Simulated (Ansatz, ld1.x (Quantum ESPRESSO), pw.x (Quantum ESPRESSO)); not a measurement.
# What a changed setting does to a pw.x run (diamond Mn)

Potential: PAW, ld1.x (Quantum ESPRESSO) 7.5, LDA (PW92); core [Ne], reference 3s2 3p6 3d5 4s2 4p0; waves: 3s (bound): rcut 1.20, rcutus 1.45 bohr; 4s (bound): rcut 1.20, rcutus 1.45 bohr; 3p (bound): rcut 1.50, rcutus 1.95 bohr; 4p (bound, empty): rcut 1.50, rcutus 1.95 bohr; 3d (bound): rcut 1.40, rcutus 1.70 bohr; 3d channel at 0.39 Ry: rcut 1.40, rcutus 1.70 bohr; local part: all-electron potential smoothed inside 1.75 bohr (lloc = -1); core correction: Bessel-smoothed model core inside 1.05 bohr; augmentation: PSQ, radius 1.30 bohr.

The reference run (k-mesh 10³, cutoffs 75/600 Ry, Fermi–Dirac 0.01 Ry, mixing_beta 0.4, conv_thr 1e-9, no spin) gives 1.14 GPa at 14.086 Å³/atom, where all-electron LAPW gives 0.09 GPa. This run, with its own iteration cap, changes smearing to mp.

```
&control
  calculation='scf', prefix='x', pseudo_dir='./', outdir='./tmp', tstress=.true., disk_io='none'
/
&system
  ibrav=0, nat=2, ntyp=1, ecutwfc=75, ecutrho=600, nbnd=24,
  occupations='smearing', smearing='mp', degauss=0.01
/
&electrons
  conv_thr=1e-09, mixing_beta=0.4, electron_maxstep=50
/
ATOMIC_SPECIES
Mn 1.0 Mn.UPF
CELL_PARAMETERS angstrom
  0.00000000 2.41506725 2.41506725
  2.41506725 0.00000000 2.41506725
  2.41506725 2.41506725 0.00000000
ATOMIC_POSITIONS crystal
Mn 0.0000 0.0000 0.0000
Mn 0.2500 0.2500 0.2500
K_POINTS automatic
10 10 10 0 0 0
```

```bash
pw.x < Mn.scf.in > Mn.scf.out
```

How does the run end?

It converges in 8 iterations; the free energy moves by +30.1 meV/atom and the pressure by -0.11 GPa. This scheme is built to cancel the term in the square of the width that Fermi–Dirac smearing leaves in the F of a metal.

```
Message from routine setup:
     using ibrav=0 with symmetry is DISCOURAGED, use correct ibrav instead
     lattice parameter (alat)  =       6.4542  a.u.
     unit-cell volume          =     190.1141 (a.u.)^3
     number of electrons       =        30.00
     number of Kohn-Sham states=           24
     kinetic-energy cutoff     =      75.0000  Ry
     charge density cutoff     =     600.0000  Ry
     scf convergence threshold =      1.0E-09
     Exchange-correlation= SLA  PW   NOGX NOGC
     number of k points=    47  Methfessel-Paxton smearing, width (Ry)=  0.0100
     iteration #  1     ecut=    75.00 Ry     beta= 0.40
     total energy              =    -564.25210388 Ry
     estimated scf accuracy    <       0.07459735 Ry
     iteration #  2     ecut=    75.00 Ry     beta= 0.40
     total energy              =    -564.24943216 Ry
     estimated scf accuracy    <       0.02195914 Ry
     iteration #  3     ecut=    75.00 Ry     beta= 0.40
     total energy              =    -564.24929413 Ry
     estimated scf accuracy    <       0.00464570 Ry
     [... 2 iterations left out ...]
     iteration #  6     ecut=    75.00 Ry     beta= 0.40
     total energy              =    -564.24989475 Ry
     estimated scf accuracy    <       0.00000039 Ry
     iteration #  7     ecut=    75.00 Ry     beta= 0.40
     total energy              =    -564.24989485 Ry
     estimated scf accuracy    <       0.00000007 Ry
     iteration #  8     ecut=    75.00 Ry     beta= 0.40
     the Fermi energy is    13.7361 ev
!    total energy              =    -564.24989486 Ry
     estimated scf accuracy    <          4.9E-10 Ry
     smearing contrib. (-TS)   =       0.00002180 Ry
     The total energy is F=E-TS. E is the sum of the following terms:
     one-electron contribution =    -228.51735968 Ry
     hartree contribution      =     133.05923451 Ry
     xc contribution           =     -45.92900460 Ry
     ewald contribution        =    -265.57373177 Ry
     one-center paw contrib.   =    -157.28905513 Ry
     convergence has been achieved in   8 iterations
          total   stress  (Ry/bohr**3)                   (kbar)     P=       10.35
     Message from routine punch:
     Nothing written, as per user request (disk_io='none')
```

The run took about 30 s on one core of a shared host (Neoverse-V2, 32 threads, 247 GiB, load 17).
